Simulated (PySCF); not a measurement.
O3, SMILES O=[O+][O-] (connectivity only; charge and spin as stated), charge -1, multiplicity 2.

Coordinates come from a PBE-D3(BJ)/def2-TZVPD optimisation. The isomer is the one that the SMILES or the coordinates give; other isomers of the formula were not compared.

Method: SMD-M06-2X/def2-SVPD in PySCF.

Solvation free energies are E(SMD) − E(gas) at the gas-phase geometry, for 1 M in both phases.

```csv
solvent,ΔG(solv) (kcal/mol),its non-electrostatic (CDS) part
water,-72.5,0.0
acetone,[?],[?]
diethylether,-50.5,-6.0
```

Task: What belongs in the gaps? (The exact figures need the calculation; the answer reports its results.)

Result: 
- acetone, ΔG(solv) (kcal/mol): -62.9
- acetone, its non-electrostatic (CDS) part: -6.1
